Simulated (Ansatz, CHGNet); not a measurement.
# Ladder of methods for the elastic constant C33 of hcp Ti

Reference value: 191 GPa (measured, 4 K, no zero-point or thermal correction; as tabulated in Ferrari et al. (2019), arXiv:1905.01197).

Question: What do CHGNet-r²SCAN, LDA, PBE, r²SCAN give, and how far is each from the reference?

Answer: 
| level (code) | value (GPa) | cell (Å³/atom) | difference (%) |
|---|---|---|---|
| CHGNet-r²SCAN (CHGNet) | 139 | 17.38 | -27 |
| LDA (Ansatz) | 208 | 16.10 | +8.9 |
| PBE (Ansatz) | 189 | 17.39 | -1.0 |
| r²SCAN (Ansatz) | 191 | 17.31 | 0.0 |

Nearest, and too close to rank with a margin of 3.3 % (twice that across the reference) picked here for doubts on the reference and the settings, and for temperature and zero-point motion: r²SCAN (0.0 %), PBE (-1.0 %). CHGNet-r²SCAN (-27 %) misses by most. Within 10 %: LDA, PBE, r²SCAN.

The reference has no zero-point or thermal correction, while the calculations are for a static lattice, so the differences are not the levels' errors alone.  Each level is taken at its own relaxed cell. Cutoffs differ between the levels. Ansatz's density-functional and Hartree–Fock values are scalar-relativistic unless marked +SOC, with PAW data made under PBE.

Machine-learned potentials (CHGNet-r²SCAN) are trained on DFT data, which may include these solids.

Differences are worked out from the printed values.

Ansatz is an electronic-structure program.
